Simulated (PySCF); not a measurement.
C4H7F.
SMILES with atom numbers: `[CH3:1]/[CH:2]=[CH:3]\[CH2:4][F:5]` (hydrogens: H6, H7, H8 on C1; H9 on C2; H10 on C3; H11, H12 on C4)

Computed by this run: PBE0-D3(BJ)/def2-SVP geometry optimisation, gas phase in PySCF; density fitting, grid level 1; the optimiser is geomeTRIC in internal coordinates, started from an MMFF94s structure with every atom displaced at random (about 0.03 Å).

Step 3: E = -6965.4772 eV
```
atom  x, y, z in Å  |  force x, y, z in eV/Å
C1     -1.4943   -0.0988   -0.5852   -0.138   0.278  -0.144
C2     -0.4850    0.8749   -0.0810   -0.305   0.757  -0.086
C3      0.7513    0.6512    0.3625   -0.084  -0.345  -0.139
C4      1.3631   -0.6974    0.4043    0.470   0.063   0.132
F5      2.0087   -0.8849    1.5975    0.119  -0.132   0.464
H6     -1.7765    0.1253   -1.6358    0.126  -0.103   0.244
H7     -1.1674   -1.1349   -0.5193    0.127  -0.316  -0.112
H8     -2.4182   -0.0212    0.0031   -0.167   0.079   0.056
H9     -0.8105    1.9261   -0.0870   -0.055  -0.107  -0.025
H10     1.3864    1.4816    0.6921   -0.054  -0.049  -0.011
H11     2.1312   -0.8067   -0.3724    0.087  -0.011  -0.357
H12     0.6267   -1.4978    0.2723   -0.128  -0.115  -0.023
```

Step 4: E = -6965.5019 eV
```
atom  x, y, z in Å  |  force x, y, z in eV/Å
C1     -1.5174   -0.0871   -0.5924   -0.085   0.156  -0.015
C2     -0.4949    0.8726   -0.0851   -0.096   0.438  -0.037
C3      0.7426    0.6302    0.3563   -0.086  -0.187  -0.110
C4      1.3901   -0.7059    0.4135    0.272   0.048   0.078
F5      2.0353   -0.8689    1.6145    0.033  -0.061   0.280
H6     -1.7960    0.1445   -1.6386    0.090  -0.078   0.138
H7     -1.2014   -1.1306   -0.5339    0.109  -0.214  -0.093
H8     -2.4417   -0.0005   -0.0024   -0.106   0.064   0.027
H9     -0.8089    1.9260   -0.0861   -0.029  -0.070  -0.010
H10     1.3719    1.4649    0.6846   -0.023  -0.017   0.006
H11     2.1635   -0.8013   -0.3646    0.016   0.005  -0.239
H12     0.6723   -1.5268    0.2853   -0.095  -0.084  -0.024
```

Task: Estimate the geometry and energy of step 5. (The exact step hangs on the optimiser's Hessian estimate; all steps are aligned on step 4, rigid shifts and turns removed.)

Result: E = -6965.4936 eV, largest force 0.584 eV/Å
```
atom  x, y, z in Å  |  force x, y, z in eV/Å
C1     -1.4868   -0.0875   -0.5730   -0.268   0.072   0.046
C2     -0.5075    0.9269   -0.0845    0.261  -0.521   0.040
C3      0.7263    0.6340    0.3484    0.026   0.277   0.022
C4      1.3667   -0.7126    0.4041    0.086  -0.021  -0.041
F5      1.9991   -0.8927    1.6170   -0.053   0.028  -0.135
H6     -1.7552    0.1047   -1.6224   -0.044  -0.019  -0.097
H7     -1.1138   -1.1222   -0.5047   -0.060   0.167  -0.020
H8     -2.4255   -0.0268    0.0049    0.004  -0.009  -0.051
H9     -0.8293    1.9750   -0.0928    0.016  -0.041   0.024
H10     1.3734    1.4520    0.6829    0.046   0.009   0.020
H11     2.1340   -0.8065   -0.3956   -0.122   0.014   0.157
H12     0.6341   -1.5270    0.2667    0.105   0.044   0.035
```

The energy changes by +0.0084 eV. The first-order estimate −F·Δx gives -0.0364 eV and the mean of the old and new forces, exact on a quadratic surface, +0.0092 eV. The step makes an angle of 74° with the force vector and moves no atom by more than 0.093 Å. The energy falls at the start of this step and ends higher, so the step passed the lowest point of its straight line.

The cost below is that of the whole optimisation. On one thread of an Arm Neoverse V1, no GPU, on a shared host, this took 29 s of wall time and 0.42 GiB of memory at its peak.
